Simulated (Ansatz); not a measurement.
CHClFN, SMILES `N=C(F)Cl`. The species carries charge 0 and has multiplicity 1. All single points use the PBE0-D4/def2-TZVP geometry. It is one conformer, not always the lowest.

```xyz
5

N    -0.745    0.593    0.427
C    -0.050   -0.147   -0.280
F    -0.503   -0.632   -1.414
Cl    1.564   -0.704   -0.003
H    -0.266    0.890    1.270
```

(1) What is the dipole moment at B3LYP/def2-TZVPP? (Best estimate.)

(2) And with PBE, r2SCAN, ωB97M-V? (Estimate.)

(3) Give the Mulliken charges with B3LYP, ωB97M-V, r2SCAN in def2-TZVPP. (Estimate.)

Results:

(1) The calculation gave: 1.75 D, with components (1.37, 0.05, 1.10) D in this frame, pointing from negative to positive charge.

(2) The calculation gave: PBE 1.60 D, r2SCAN 1.63 D, ωB97M-V 1.78 D.

(3) The calculation gave: 
| atom | B3LYP | ωB97M-V | r2SCAN |
| --- | --- | --- | --- |
| N1 | -0.19 | -0.18 | -0.25 |
| C2 | 0.21 | 0.19 | 0.27 |
| F3 | -0.14 | -0.13 | -0.13 |
| Cl4 | -0.05 | -0.02 | -0.06 |
| H5 | 0.17 | 0.14 | 0.18 |

B3LYP here is the variant with VWN-RPA as its local correlation; programs differ in this.

Results of the Gaussian-basis code of Ansatz.
